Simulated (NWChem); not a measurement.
System: acetone (C₃H₆O); SMILES CC(C)=O

Input file for NWChem:

```
start job
memory heap 200 mb stack 900 mb global 1100 mb
geometry units angstroms noautoz
  C     -1.284550    -0.000719    -0.615008
  C      0.000000     0.000000     0.180731
  C      1.284550     0.000719    -0.615008
  O      0.000000     0.000000     1.387736
  H     -1.329902    -0.883864    -1.272262
  H     -1.333812     0.885068    -1.268338
  H     -2.142753    -0.004571     0.068435
  H      2.142753     0.004571     0.068435
  H      1.333812    -0.885068    -1.268338
  H      1.329902     0.883864    -1.272262
end
basis spherical
  * library 3-21g
end
dft
  xc b3lyp
  iterations 150
  mulliken
end
task dft energy
```

Structure relaxed at the PBE0/def2-SVP level. B3LYP is NWChem's, with the RPA form of VWN correlation.

**Question.** Predict the main results of this run. (B3LYP/3-21G.) Quantities: basis functions; energy (Ha); highest occupied level (eV); orbital gap (eV); dipole (D).

**Answer.** The number of basis functions is 48 and the energy (Ha) comes out as -192.09. The highest occupied level (eV) is -6.43 and the orbital gap (eV) is 6.35. The dipole (D) is 2.63.
